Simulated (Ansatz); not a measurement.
Molecular dynamics, step by step

CH₄AlN (SMILES C=[N][AlH2]), singlet, PBE-D4/def2-SVP (Ansatz 0.2.0). Settings (timestep in fs, temperature in K, friction in 1/fs; T counts 21 degrees of freedom, while the starting velocities carry no drift of the centre of mass, so T starts below the set value):

```yaml
hamiltonian: {xc: pbe, dispersion: d4}
md: {n_steps: 80, timestep: 0.5, temperature: 500, ensemble: nvt_langevin, seed: 801, friction: 0.05, initial_velocities: maxwell_boltzmann}
```

Start (the SMILES describes the start alone):

```xyz
7
angstrom
C -1.3407 -0.1989 -0.7152
N -0.2475 -0.0360 -0.1318
Al 1.3002 0.1956 0.6943
H -1.6619 -1.1733 -1.0943
H -2.0453 0.6212 -0.8841
H 1.7276 1.5777 1.2286
H 2.2675 -0.9862 0.9024
```

| step | time (fs) | potential energy less the start (meV) | kinetic energy (meV) | T (K) |
| --- | --- | --- | --- | --- |
| 0 | 0.00 | 0.0 | 387.8 | 429 |
| 5 | 2.50 | 73.5 | 369.2 | 408 |
| 10 | 5.00 | 228.8 | 326.6 | 361 |
| 15 | 7.50 | 218.1 | 384.6 | 425 |
| 20 | 10.00 | 84.2 | 433.7 | 479 |
| 25 | 12.50 | 239.1 | 412.4 | 456 |
| 30 | 15.00 | 247.4 | 419.4 | 463 |
| 35 | 17.50 | 152.5 | 501.1 | 554 |
| 40 | 20.00 | 74.5 | 399.6 | 442 |
| 45 | 22.50 | 124.8 | 356.5 | 394 |
| 50 | 25.00 | 43.3 | 372.4 | 412 |
| 55 | 27.50 | -167.3 | 566.1 | 626 |
| 60 | 30.00 | -131.1 | 491.3 | 543 |
| 65 | 32.50 | -87.8 | 503.6 | 557 |
| 70 | 35.00 | -164.7 | 565.7 | 625 |
| 75 | 37.50 | -324.5 | 678.9 | 750 |
| 80 | 40.00 | -212.7 | 461.4 | 510 |

Step 5, positions (Å) and forces (eV/Å):

```csv
atom,x,y,z,Fx,Fy,Fz
C1,-1.331,-0.200,-0.721,-1.123,-0.025,-0.379
N2,-0.251,-0.040,-0.129,0.780,0.183,0.406
Al3,1.302,0.205,0.706,0.359,-1.867,-0.407
H4,-1.734,-1.145,-1.129,0.224,-0.968,-0.153
H5,-2.115,0.568,-0.920,0.018,0.815,0.108
H6,1.725,1.545,1.241,0.299,1.343,0.531
H7,2.392,-1.053,0.884,-0.557,0.519,-0.106
```

Step 25, positions (Å) and forces (eV/Å):

| atom | x | y | z | Fx | Fy | Fz |
| --- | --- | --- | --- | --- | --- | --- |
| C1 | -1.376 | -0.195 | -0.757 | 4.526 | 0.550 | 2.848 |
| N2 | -0.251 | -0.040 | -0.070 | -3.292 | -0.574 | -1.902 |
| Al3 | 1.310 | 0.187 | 0.762 | -0.049 | 1.703 | -0.155 |
| H4 | -1.628 | -1.133 | -1.236 | -0.307 | -0.979 | -0.553 |
| H5 | -2.086 | 0.613 | -0.840 | -0.940 | 0.938 | -0.210 |
| H6 | 1.779 | 1.728 | 1.318 | -0.413 | -0.934 | -0.150 |
| H7 | 2.427 | -0.875 | 0.698 | 0.475 | -0.704 | 0.123 |

Step 35, positions (Å) and forces (eV/Å):

```csv
atom,x,y,z,Fx,Fy,Fz
C1,-1.358,-0.205,-0.720,1.190,0.799,1.340
N2,-0.286,-0.005,-0.043,-0.664,-0.621,-0.478
Al3,1.306,0.178,0.806,-0.712,0.577,-0.891
H4,-1.643,-1.233,-1.173,-0.025,1.026,0.254
H5,-2.049,0.716,-0.780,-0.070,-1.141,-0.614
H6,1.787,1.601,1.328,-0.204,0.128,0.315
H7,2.423,-0.876,0.673,0.485,-0.769,0.074
```

Last step (80):

C1  (-1.365, -0.169, -0.512)
N2  (-0.312, -0.087, 0.079)
Al3  (1.334, 0.177, 0.887)
H4  (-2.167, -0.987, -0.512)
H5  (-1.678, 0.692, -1.119)
H6  (1.453, 1.370, 1.974)
H7  (2.339, -1.092, 0.668)
(Å)

Hardware: 2 CPU threads of an Intel Xeon, shared host. Wall time about 2.7 min.
